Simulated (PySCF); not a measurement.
Where the electron goes

Species: 3-thiophenethiol, C4H4S2.
Bonds: S1–C2, C2–C3 (aromatic), C3–C4 (aromatic), C4–S5 (aromatic), S5–C6 (aromatic), C2–C6 (aromatic). Hydrogens: H7 on S1; H8 on C3; H9 on C4; H10 on C6.

Computed with TDDFT PBE0/def2-SVPD, vertical, gas phase, core orbitals frozen in the response (PySCF 2.14.0, density-fitted response routines). One conformer (not necessarily the lowest) at the GFN2-xTB geometry, without solvent, vibrations or thermal averaging. Torsions of this conformer, `[SH:1][c:2]1[cH:3][cH:4][s:5][cH:6]1`: H–S1–C2–C3 0°.

Kohn–Sham orbitals with the atoms that hold most of them (Löwdin shares over 4%, at most four atoms; ? is withheld):

| orbital | ε (eV) | atoms |
| --- | --- | --- |
| HOMO-3 | -9.92 | S1 46%, S5 19%, C2 15%, C3 7% |
| HOMO-2 | -8.73 | S1 36%, S5 22%, C2 19%, C4 10% |
| HOMO-1 | -7.35 | ? |
| HOMO | -6.33 | S1 39%, C6 16%, C2 16%, S5 14% |
| LUMO | -0.64 | ? |
| LUMO+1 | 0.01 | S1 37%, S5 19%, H7 18%, H8 7% |
| LUMO+2 | 0.32 | S5 35%, S1 33%, C2 7%, C6 6% |

Question: Give the leading atoms of the LUMO.

Answer: C4 (bonded to C, S and H) 23%; S5 (bonded to 2 C) 22%; C6 (bonded to C, S and H) 19%; C3 (bonded to 2 C and H) 13%. By element: carbon 55% or more, sulfur 22% or more.

Question: Which atoms hold the HOMO-1, and with what shares?

Answer: C3 (bonded to 2 C and H) 27%; C4 (bonded to C, S and H) 22%; S5 (bonded to 2 C) 20%; C6 (bonded to C, S and H) 17%. By element: carbon 66% or more, sulfur 20% or more.

Question: How does S1 compare with the orbital gap of 5.69 eV?

Answer: S1 is at 4.93 eV (f = 0.076), 0.77 eV below the gap, made of HOMO→LUMO (95%). Without the coupling terms of the response equations the lowest excitation would equal the gap.

Question: One configuration dominates each of S1, S2, S4 and S6. Which, and how do the shares of the two leading atoms of either orbital change from the occupied to the empty one?

Answer: 
- S1 (4.93 eV, f 0.076), HOMO→LUMO (95%): S1 39% → at most 14%, C6 16% → 19%, C4 at most 14% → 23%, S5 14% → 22%
- S2 (4.98 eV, f 0.0023), HOMO→LUMO+1 (88%): S1 39% → 37%, C6 16% → at most 7%, S5 14% → 19%
- S4 (5.93 eV, f 0.023), HOMO-1→LUMO (74%): C3 27% → 13%, C4 22% → 23%, S5 20% → 22%
- S6 (6.12 eV, f 0.0003), HOMO-1→LUMO+1 (82%): C3 27% → at most 7%, C4 22% → at most 7%, S1 at most 14% → 37%, S5 20% → 19%

Löwdin shares depend on the basis, the more so with diffuse functions.

Hardware: one thread of an Arm Neoverse V2, no GPU, shared host with 192 logical CPUs at a one-minute load of 50. Cost: 18 s (with the writing of density and orbital grids), 0.70 GiB resident at most.
